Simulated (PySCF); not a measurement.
Excitations are Tamm–Dancoff values on a coarser integration grid. The basis has no diffuse functions, so Rydberg states are missing or too high.

Z-matrix (Å, degrees):
```
C
O 1 1.1974
H 1 1.1081 2 123.71
C 1 1.5190 3 114.80 2 180.00
O 4 1.1974 1 121.50 3 0.00
H 4 1.1081 5 123.71 1 -180.00
```
Charge 0, multiplicity 1.

### Question
Predict the T1 excitation (TDA), S1 excitation (TDA), total energy, HOMO, HOMO–LUMO gap, LUMO, dipole moment and S1–T1 gap (TDA) from TPSSh-D3(BJ)/def2-TZVP // PBE0-D3(BJ)/def2-TZVP in PySCF 2.14.0.

### Answer

```
Property                    Value
-------------------  ------------
T1 excitation (TDA)       1.95 eV
S1 excitation (TDA)       2.59 eV
total energy         -227.9217 Ha
HOMO                     -6.98 eV
HOMO–LUMO gap             3.34 eV
LUMO                     -3.64 eV
dipole moment              0.00 D
S1–T1 gap (TDA)           0.64 eV
```
